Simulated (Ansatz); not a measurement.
Molecular dynamics, step by step

CH8SSi (SMILES S.C[SiH3]), singlet, PBE0-D4/def2-SVP (Ansatz 0.2.0). Settings (timestep in fs, temperature in K; T counts 27 degrees of freedom):

```yaml
hamiltonian: {xc: pbe0, dispersion: d4}
md: {n_steps: 40, timestep: 0.25, temperature: 500, ensemble: nve, seed: 171, initial_velocities: maxwell_boltzmann}
```

Start (the SMILES describes the start alone):

```
atom    x (Å)    y (Å)    z (Å)
  S1   0.3930   0.2189  -2.8893
  H2   0.9986   1.1946  -2.1954
  H3  -0.8251   0.6453  -2.5224
  C4   0.1906  -1.2113   0.8936
 Si5  -0.3024   0.5863   1.0035
  H6   1.0719  -1.4100   1.5074
  H7   0.4227  -1.4738  -0.1406
  H8  -0.6185  -1.8574   1.2416
  H9  -0.6235   0.9707   2.4053
 H10  -1.5038   0.8642   0.1680
 H11   0.7964   1.4726   0.5283
```

| step | time (fs) | potential energy less the start (meV) | kinetic energy (meV) | T (K) |
| --- | --- | --- | --- | --- |
| 0 | 0.00 | 0.0 | 581.7 | 500 |
| 2 | 0.50 | 20.7 | 561.0 | 482 |
| 4 | 1.00 | 62.3 | 519.7 | 447 |
| 6 | 1.50 | 111.3 | 470.9 | 405 |
| 8 | 2.00 | 152.6 | 429.8 | 369 |
| 10 | 2.50 | 175.3 | 407.1 | 350 |
| 12 | 3.00 | 177.4 | 404.9 | 348 |
| 14 | 3.50 | 165.9 | 416.3 | 358 |
| 16 | 4.00 | 152.3 | 429.7 | 369 |
| 18 | 4.50 | 147.8 | 434.1 | 373 |
| 20 | 5.00 | 159.2 | 422.6 | 363 |
| 22 | 5.50 | 187.8 | 394.1 | 339 |
| 24 | 6.00 | 230.0 | 352.0 | 303 |
| 26 | 6.50 | 278.7 | 303.4 | 261 |
| 28 | 7.00 | 325.3 | 257.0 | 221 |
| 30 | 7.50 | 361.1 | 221.3 | 190 |
| 32 | 8.00 | 379.9 | 202.6 | 174 |
| 34 | 8.50 | 379.4 | 203.0 | 174 |
| 36 | 9.00 | 362.9 | 219.3 | 189 |
| 38 | 9.50 | 338.6 | 243.5 | 209 |
| 40 | 10.00 | 317.2 | 264.7 | 228 |

Step 14, positions (Å) and forces (eV/Å):

| atom | x | y | z | Fx | Fy | Fz |
| --- | --- | --- | --- | --- | --- | --- |
| S1 | 0.392 | 0.218 | -2.892 | 0.709 | 0.207 | 0.174 |
| H2 | 1.071 | 1.190 | -2.201 | -0.325 | -0.406 | -0.290 |
| H3 | -0.794 | 0.682 | -2.498 | -0.392 | 0.192 | 0.147 |
| C4 | 0.202 | -1.199 | 0.895 | -2.421 | -0.640 | 0.956 |
| Si5 | -0.314 | 0.578 | 1.006 | 0.182 | 0.094 | 0.748 |
| H6 | 1.067 | -1.387 | 1.486 | 1.210 | -0.136 | 0.515 |
| H7 | 0.389 | -1.319 | -0.154 | 0.304 | -0.601 | -0.970 |
| H8 | -0.596 | -1.923 | 1.271 | 0.779 | 0.744 | -0.670 |
| H9 | -0.585 | 1.073 | 2.397 | -0.029 | -0.090 | -0.041 |
| H10 | -1.497 | 0.901 | 0.189 | -0.292 | 0.054 | -0.306 |
| H11 | 0.875 | 1.292 | 0.520 | 0.276 | 0.581 | -0.263 |

Step 18, positions (Å) and forces (eV/Å):

| atom | x | y | z | Fx | Fy | Fz |
| --- | --- | --- | --- | --- | --- | --- |
| S1 | 0.392 | 0.218 | -2.893 | 0.472 | 0.272 | 0.231 |
| H2 | 1.086 | 1.182 | -2.208 | -0.327 | -0.388 | -0.274 |
| H3 | -0.795 | 0.696 | -2.488 | -0.154 | 0.107 | 0.072 |
| C4 | 0.201 | -1.196 | 0.897 | -1.250 | -0.801 | 0.450 |
| Si5 | -0.317 | 0.576 | 1.007 | 0.343 | 0.337 | 0.755 |
| H6 | 1.095 | -1.384 | 1.495 | 0.387 | 0.067 | -0.096 |
| H7 | 0.386 | -1.288 | -0.185 | 0.157 | -0.558 | 0.057 |
| H8 | -0.574 | -1.927 | 1.268 | 0.525 | 0.524 | -0.600 |
| H9 | -0.575 | 1.101 | 2.395 | -0.024 | -0.136 | -0.111 |
| H10 | -1.501 | 0.913 | 0.190 | -0.205 | 0.023 | -0.269 |
| H11 | 0.904 | 1.251 | 0.513 | 0.076 | 0.553 | -0.214 |

Step 34, positions (Å) and forces (eV/Å):

```json
{"atom": "S1", "x": "0.393", "y": "0.218", "z": "-2.895", "Fx": "-0.736", "Fy": "-0.117", "Fz": "-0.019"}
{"atom": "H2", "x": "1.125", "y": "1.128", "z": "-2.250", "Fx": "0.186", "Fy": "0.299", "Fz": "0.222"}
{"atom": "H3", "x": "-0.789", "y": "0.755", "z": "-2.448", "Fx": "0.540", "Fy": "-0.196", "Fz": "-0.180"}
{"atom": "C4", "x": "0.196", "y": "-1.189", "z": "0.905", "Fx": "1.881", "Fy": "0.142", "Fz": "-0.912"}
{"atom": "Si5", "x": "-0.327", "y": "0.569", "z": "1.013", "Fx": "0.903", "Fy": "1.181", "Fz": "0.126"}
{"atom": "H6", "x": "1.179", "y": "-1.355", "z": "1.480", "Fx": "-1.172", "Fy": "0.334", "Fz": "-0.927"}
{"atom": "H7", "x": "0.382", "y": "-1.213", "z": "-0.235", "Fx": "-0.047", "Fy": "-0.548", "Fz": "1.485"}
{"atom": "H8", "x": "-0.485", "y": "-1.942", "z": "1.217", "Fx": "-0.979", "Fy": "-1.029", "Fz": "0.180"}
{"atom": "H9", "x": "-0.537", "y": "1.196", "z": "2.372", "Fx": "-0.042", "Fy": "-0.257", "Fz": "-0.156"}
{"atom": "H10", "x": "-1.525", "y": "0.957", "z": "0.172", "Fx": "0.318", "Fy": "-0.184", "Fz": "0.068"}
{"atom": "H11", "x": "1.003", "y": "1.137", "z": "0.471", "Fx": "-0.852", "Fy": "0.377", "Fz": "0.112"}
```

Last step (40):

```xyz
11
angstrom
S 0.3925 0.2177 -2.8961
H 1.1419 1.1121 -2.2615
H -0.7686 0.7713 -2.4388
C 0.1995 -1.1870 0.9050
Si -0.3303 0.5679 1.0162
H 1.1691 -1.3310 1.4385
H 0.3785 -1.2062 -0.1978
H -0.4796 -1.9767 1.1997
H -0.5240 1.2219 2.3568
H -1.5256 0.9680 0.1654
H 1.0126 1.1096 0.4573
```

Hardware: 4 CPU threads of an Arm Neoverse V2, shared host. Wall time about 33 s.
